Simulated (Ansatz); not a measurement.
Molecule (SMILES): [C-]#[NH+] (C-NH).
Atoms: C1, N2, H3. Bonds: C1-N2, N2-H3.

Basis-set convergence of the highest harmonic wavenumber at PBE with Ansatz (a program for electronic structure). Each level at its own minimum, finite differences of forces, unscaled; the reference is a large set that could be run, not a limit. All functions are spherical. The program fits the integrals of some runs and decomposes those of others, by size. No added dispersion term, no relativity. Reference: the value in def2-QZVPPD, 3703 cm⁻¹. Deviations are taken from unrounded values.

```tsv
basis	functions	highest harmonic wavenumber (cm⁻¹)	minus reference (cm⁻¹)
6-31G	20	3735	31
cc-pVDZ	33	3679	-24
6-311G**	42	3714	11
def2-SVPD	48	3715	11
6-311+G**	50	3712	9
6-311++G(2d,2p)	64	3708	4
def2-TZVP	68	3697	-6
def2-TZVPPD	91	3708	5
aug-pcseg-2	115	3704	0
```

The smallest set listed that lies within 20 cm⁻¹ of the reference with all its larger relatives (same family, alike in diffuse functions; a set with none counts only in the reference's own line) is def2-SVPD (48 functions, 11 cm⁻¹ off). Inside, with no larger relative to test it: 6-311G**, aug-pcseg-2. (Relatives not listed, tested too: def2-TZVPP 7, def2-TZVPD -10, 6-311++G(3df,3pd) 5, def2-QZVP 1, def2-QZVPP 1, def2-QZVPPD 0 cm⁻¹.)
